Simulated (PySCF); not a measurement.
Bonds: B1-S2 1.995 Å. B1 carries H5, H6, H7; S2 carries H3, H4.

All values are calculated (PySCF 2.14): geometry: PBE0-D3(BJ)/def2-SVP, NMR shieldings at KT2/pcSseg-1/GIAO. Non-relativistic, no solvent model, a single conformation, fast rotation and ring inversion assumed for equivalent nuclei.

References, each an isolated molecule treated in the same way: ¹H vs TMS; BF3·OEt2 for ¹¹B; CS2 for ³³S.

```json
{"atoms": "B1", "nucleus": "¹¹B", "count": "1", "δ (ppm)": "?"}
{"atoms": "H5/H6/H7", "nucleus": "¹H", "count": "3", "δ (ppm)": "?"}
{"atoms": "S2", "nucleus": "³³S", "count": "1", "δ (ppm)": "-83"}
{"atoms": "H3/H4", "nucleus": "¹H", "count": "2", "δ (ppm)": "2.95"}
```

Estimate the values marked ?.

Answers


- H5/H6/H7: 2.30 ppm, hydrogen on a boron bonded to S
- B1: -29.9 ppm, boron bonded to S, 3 H

OH/NH shifts are gas-phase values; hydrogen bonding in solution moves them, usually downfield. Hydrogens on boron are broadened and split by ¹¹B (spin 3/2, 80 %) and 10B (spin 3).
